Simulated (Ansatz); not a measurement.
# C6H5: the cost of one run

Computed with Ansatz 0.2.0 (the levels named in each step, unless a step's input says otherwise).

**1. The system as given**

Bond lengths: C1–C2 1.362 Å, C2–C3 1.394 Å, C3–C4 1.385 Å, C4–C5 1.383 Å, C1–C6 1.364 Å, C5–C6 1.394 Å, C2–H7 1.080 Å, C3–H8 1.081 Å, C4–H9 1.081 Å, C5–H10 1.081 Å, C6–H11 1.080 Å. Angles (14 of 16 angles, heavy atoms first): C1–C2–C3 117.3°, C2–C1–C6 125.0°, C2–C3–C4 119.8°, C3–C4–C5 120.8°, C4–C5–C6 119.9°, C1–C6–C5 117.2°, C1–C2–H7 122.2°, C3–C2–H7 120.5°, C2–C3–H8 119.6°, C4–C3–H8 120.6°, C3–C4–H9 119.6°, C5–C4–H9 119.6°, C4–C5–H10 120.5°, C6–C5–H10 119.6°.

As a file:

```xyz
11

C    -1.3250    0.3344    0.0222
C    -0.4199    1.3527    0.0184
C     0.9304    1.0068   -0.0051
C     1.2990   -0.3278   -0.0233
C     0.3429   -1.3272   -0.0169
C    -1.0102   -0.9928    0.0064
H    -0.7198    2.3897    0.0326
H     1.6807    1.7847   -0.0104
H     2.3469   -0.5925   -0.0437
H     0.6357   -2.3675   -0.0296
H    -1.7654   -1.7644    0.0104
```

**2. A rough first relaxation, PBE-D4/def2-SVP**

This run stands in another session on the same molecule. It ended at:

```xyz
11

C    -1.3393    0.3371    0.0234
C    -0.4281    1.3787    0.0186
C     0.9389    1.0224   -0.0049
C     1.3149   -0.3312   -0.0234
C     0.3425   -1.3452   -0.0175
C    -1.0303   -1.0119    0.0071
H    -0.7346    2.4369    0.0322
H     1.7065    1.8126   -0.0106
H     2.3819   -0.5999   -0.0433
H     0.6443   -2.4046   -0.0316
H    -1.8014   -1.7988    0.0109
```

**3. Relaxation, PBE0-D4/def2-TZVPP**

This run stands in another session on the same molecule. It ended at:

```xyz
11

C    -1.3191    0.3320    0.0230
C    -0.4193    1.3628    0.0183
C     0.9300    1.0098   -0.0057
C     1.3014   -0.3278   -0.0234
C     0.3407   -1.3300   -0.0174
C    -1.0150   -1.0019    0.0064
H    -0.7260    2.4018    0.0322
H     1.6877    1.7853   -0.0105
H     2.3516   -0.5922   -0.0419
H     0.6406   -2.3718   -0.0314
H    -1.7772   -1.7718    0.0114
```

**4. Frequencies, PBE0-D4/def2-TZVPP**

The input, input.yaml:

```yaml
crystal:
  periodic: [false, false, false]
  atoms:
    - { symbol: C, position_ang: [-1.31911104, 0.33198607, 0.02299085] }
    - { symbol: C, position_ang: [-0.4193488, 1.36278874, 0.01825999] }
    - { symbol: C, position_ang: [0.93000458, 1.00981324, -0.00573665] }
    - { symbol: C, position_ang: [1.30137742, -0.32780871, -0.02337195] }
    - { symbol: C, position_ang: [0.34066308, -1.3300335, -0.01744999] }
    - { symbol: C, position_ang: [-1.01495764, -1.0019423, 0.00642708] }
    - { symbol: H, position_ang: [-0.72599381, 2.40179661, 0.03223929] }
    - { symbol: H, position_ang: [1.68768006, 1.78532296, -0.01054863] }
    - { symbol: H, position_ang: [2.35160617, -0.59223861, -0.04194389] }
    - { symbol: H, position_ang: [0.64060927, -2.37183443, -0.03137146] }
    - { symbol: H, position_ang: [-1.77720929, -1.77182008, 0.01136537] }
magnetization:
  spin_polarized: true
  initial_magnetization: 1
basis:
  gaussian: { orbitals: def2-TZVPP }
hamiltonian:
  xc: pbe0
  dispersion: d4
phonons: {}
```

On the command line:

```sh
ansatz run input.yaml --threads 4 --pin off --max-ram 10240MiB --backend cpu --events-out ev --progress --plain --runs-dir out
```

What time and memory should one allow on 4 threads of Intel Xeon at 2.50GHz (Skylake/Cascade Lake), shared host?

About 8.4 min, with a peak of 0.86 GiB.
